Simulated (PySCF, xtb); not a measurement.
CS, SMILES [S+]#[C-].

GFN2-xTB (xtb) at its own geometry gives an orbital gap of 3.40 eV and a dipole moment of 1.50 D.

The structure is a stationary point at B3LYP-D3(BJ)/def2-TZVPD.

Q: What does PySCF with PBE/def2-TZVPD give? (Estimate from the structure and the level; the computed values follow.)

A: gap 3.97 eV (levels -7.37 and -3.41 eV), dipole 2.01 D.
